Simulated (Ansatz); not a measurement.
Which is lower?

Two relaxed structures of CH₂BMg, doublet (PBE0-D4/def2-TZVP; forces vanish, vibrations not checked).

A:

```
5
angstrom
B -1.0373 0.2404 -0.7495
C -0.1504 -0.5643 -0.0742
Mg 1.1576 -1.7535 0.9200
H -1.7961 0.9290 -1.3273
H 2.2519 -2.7485 1.7514
```

B:

B1  (-0.723, 0.173, -0.458)
C2  (0.311, 0.519, 0.310)
Mg3  (0.986, -1.511, 0.382)
H4  (-1.585, -0.267, -1.128)
H5  (1.012, 1.086, 0.894)
(Å)

Ansatz 0.2.0; basis: def2-TZVPP; cores frozen in the correlated methods; orbitals are unrestricted. The outer core shell of Li, Na, Mg and K is correlated. The def2 sets are not built for correlating such inner shells, so the correlated values are less sure here. B3LYP uses VWN-RPA correlation.

Question: Which structure is lower at CCSD(T), and by how much? (To be estimated.)

Answer: The calculation gives: B, by 1.679 eV (electronic energy, against the other). By their contacts, A is CH₂BMg ([BH][C][MgH]) and B is CH₂BMg ([BH]1[CH][Mg]1).

All methods give the same order:

```tsv
method	E(B) − E(A) (eV)
PBE-D4	-1.808
r2SCAN-D4	-1.683
PBE0-D4	-1.750
B3LYP-D4	-1.557
wB97M-V	-1.535
HF	-1.223
MP2	-1.959
CCSD	-1.579
CCSD(T)	-1.679
```

The T1 diagnostic stays at or below 0.014. ⟨S²⟩ of the unrestricted Hartree–Fock references: 0.76 (a pure state has 0.75).

Labels in which every atom is bracketed show which atoms are joined, not bond orders.

For scale, one of the runs: CCSD(T)/def2-TZVPP, 122 basis functions, launched by `ansatz run in.yaml --threads 2 --pin off --events-out ev --progress --plain --max-ram 4352MiB`. The run took 40 s on 2 CPU threads of an Arm Neoverse V2 (shared host), with 1.3 GiB of host memory at its peak.
